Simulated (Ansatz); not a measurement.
Steps of a relaxation of `C/C=C/C#N` with RKS PBE0-D4/def2-TZVP.

```sh
$ ansatz run in.yaml --threads 2 --pin off --events-out ev --progress --plain --max-ram 20480MiB --backend cuda --devices 0, --max-vram 18GiB
```

```yaml
crystal:
  periodic: [false, false, false]
  atoms:
    - {symbol: C, position_ang: [-0.596190, -1.312740, 0.534360]}
    - {symbol: C, position_ang: [-0.179240, 0.103570, 0.374010]}
    - {symbol: C, position_ang: [0.500830, 0.571860, -0.672240]}
    - {symbol: C, position_ang: [0.876380, 1.922570, -0.788970]}
    - {symbol: N, position_ang: [1.184890, 3.022330, -0.895280]}
    - {symbol: H, position_ang: [-1.680500, -1.372040, 0.631610]}
    - {symbol: H, position_ang: [-0.281450, -1.918980, -0.312260]}
    - {symbol: H, position_ang: [-0.165920, -1.725320, 1.447490]}
    - {symbol: H, position_ang: [-0.458990, 0.777550, 1.173910]}
    - {symbol: H, position_ang: [0.800180, -0.068810, -1.492640]}
basis:
  gaussian: {orbitals: def2-TZVP}
hamiltonian: {xc: pbe0, dispersion: d4}
relax: {f_tol: 0.005, max_steps: 150}
```

Positions (Å) and forces (eV/Å) along the path, 9 of 9 steps:

```xyz
10
step=1 energy=-5713.7355 eV
C    -0.596   -1.313    0.534    0.119    0.238   -0.106
C    -0.179    0.104    0.374   -0.034   -0.282   -0.057
C     0.501    0.572   -0.672   -0.109   -0.310    0.071
C     0.876    1.923   -0.789   -0.065   -0.081    0.074
N     1.185    3.022   -0.895    0.201    0.658   -0.082
H    -1.681   -1.372    0.632   -0.121   -0.069    0.036
H    -0.281   -1.919   -0.312    0.006   -0.095   -0.050
H    -0.166   -1.725    1.447    0.003   -0.097    0.101
H    -0.459    0.778    1.174    0.017    0.182    0.045
H     0.800   -0.069   -1.493   -0.017   -0.143   -0.031
10
step=2 energy=-5713.7444 eV
C    -0.596   -1.314    0.534    0.050    0.121   -0.041
C    -0.180    0.103    0.373   -0.038   -0.150    0.005
C     0.500    0.572   -0.673   -0.019   -0.101    0.001
C     0.879    1.932   -0.789    0.035    0.236    0.015
N     1.191    3.037   -0.896   -0.001   -0.047   -0.008
H    -1.682   -1.381    0.634   -0.041   -0.023    0.011
H    -0.282   -1.927   -0.311    0.004   -0.026   -0.017
H    -0.170   -1.732    1.450    0.002   -0.031    0.033
H    -0.456    0.786    1.170    0.016    0.065    0.002
H     0.796   -0.075   -1.492   -0.009   -0.043   -0.001
10
step=3 energy=-5713.7455 eV
C    -0.596   -1.314    0.534    0.006    0.016   -0.001
C    -0.180    0.101    0.373   -0.009   -0.025    0.011
C     0.500    0.572   -0.673    0.010    0.006   -0.014
C     0.879    1.936   -0.788   -0.013    0.010    0.017
N     1.192    3.041   -0.896    0.004   -0.015   -0.006
H    -1.683   -1.384    0.633    0.002   -0.002    0.000
H    -0.282   -1.929   -0.311    0.000    0.001    0.001
H    -0.172   -1.735    1.450   -0.002   -0.002   -0.001
H    -0.452    0.791    1.168    0.005    0.008   -0.010
H     0.794   -0.079   -1.491   -0.002    0.003    0.003
10
step=4 energy=-5713.7456 eV
C    -0.595   -1.313    0.534   -0.001    0.000    0.001
C    -0.180    0.101    0.373   -0.007   -0.004    0.003
C     0.499    0.572   -0.673    0.007    0.005   -0.008
C     0.879    1.936   -0.788   -0.012    0.001    0.010
N     1.192    3.040   -0.896    0.004   -0.007   -0.005
H    -1.683   -1.384    0.633    0.001    0.000    0.000
H    -0.281   -1.929   -0.310    0.000    0.001    0.001
H    -0.172   -1.735    1.451   -0.001    0.001   -0.001
H    -0.452    0.792    1.167    0.005    0.001   -0.001
H     0.793   -0.079   -1.492    0.002    0.002    0.001
10
step=5 energy=-5713.7456 eV
C    -0.595   -1.313    0.534   -0.002   -0.008    0.002
C    -0.180    0.101    0.373    0.006    0.008   -0.001
C     0.499    0.572   -0.674    0.004   -0.003    0.003
C     0.878    1.936   -0.787   -0.005   -0.001    0.004
N     1.192    3.040   -0.896    0.003    0.001   -0.003
H    -1.683   -1.385    0.633    0.000    0.001   -0.001
H    -0.281   -1.929   -0.310    0.000    0.000    0.000
H    -0.173   -1.735    1.451    0.000    0.001    0.000
H    -0.450    0.792    1.167   -0.004   -0.002    0.001
H     0.794   -0.078   -1.491   -0.002    0.002   -0.004
10
step=6 energy=-5713.7456 eV
C    -0.595   -1.313    0.534   -0.001   -0.004    0.000
C    -0.180    0.101    0.373    0.005    0.005   -0.003
C     0.499    0.572   -0.673   -0.004   -0.003    0.001
C     0.878    1.936   -0.787   -0.002    0.001    0.003
N     1.192    3.040   -0.896    0.002    0.001   -0.002
H    -1.683   -1.385    0.632    0.000    0.001    0.000
H    -0.281   -1.929   -0.310    0.000    0.000    0.000
H    -0.173   -1.735    1.451    0.000    0.000    0.000
H    -0.450    0.792    1.167   -0.002   -0.001    0.002
H     0.793   -0.078   -1.492    0.001    0.000   -0.001
10
step=7 energy=-5713.7456 eV
C    -0.595   -1.314    0.534   -0.001   -0.002    0.001
C    -0.180    0.101    0.374    0.005    0.005   -0.004
C     0.499    0.572   -0.673   -0.003   -0.002    0.001
C     0.878    1.937   -0.787   -0.002    0.001    0.003
N     1.193    3.040   -0.897    0.001    0.000   -0.001
H    -1.683   -1.385    0.632   -0.001    0.000    0.000
H    -0.280   -1.929   -0.310    0.000   -0.001    0.000
H    -0.173   -1.736    1.451    0.000    0.000    0.001
H    -0.451    0.792    1.168   -0.002    0.000    0.003
H     0.793   -0.078   -1.491    0.002   -0.001   -0.004
10
step=8 energy=-5713.7456 eV
C    -0.595   -1.314    0.534    0.000   -0.002    0.001
C    -0.179    0.100    0.374   -0.005   -0.001    0.002
C     0.499    0.572   -0.673    0.003    0.001   -0.001
C     0.877    1.937   -0.787    0.001    0.002   -0.003
N     1.193    3.040   -0.897    0.000   -0.001    0.001
H    -1.683   -1.384    0.631    0.001    0.000    0.001
H    -0.280   -1.930   -0.309    0.001    0.002    0.000
H    -0.174   -1.735    1.452   -0.001   -0.001    0.000
H    -0.450    0.791    1.168    0.002    0.000   -0.001
H     0.793   -0.077   -1.492   -0.001    0.001    0.001
10
step=9 energy=-5713.7456 eV
C    -0.595   -1.314    0.534    0.000    0.000    0.000
C    -0.180    0.100    0.374    0.000    0.000    0.000
C     0.499    0.572   -0.673    0.000   -0.001    0.000
C     0.877    1.937   -0.787    0.000    0.000    0.000
N     1.194    3.040   -0.897    0.000    0.000    0.000
H    -1.683   -1.385    0.631    0.000    0.000    0.000
H    -0.280   -1.929   -0.309    0.000    0.000    0.000
H    -0.174   -1.736    1.452    0.000    0.000    0.000
H    -0.451    0.791    1.168    0.000    0.001    0.000
H     0.793   -0.077   -1.492    0.000    0.000    0.000
```

Run time 15 s (2 threads of an AMD EPYC 7R13 on a shared host and a share of an NVIDIA H100 80 GB); peak host memory 0.82 GiB.
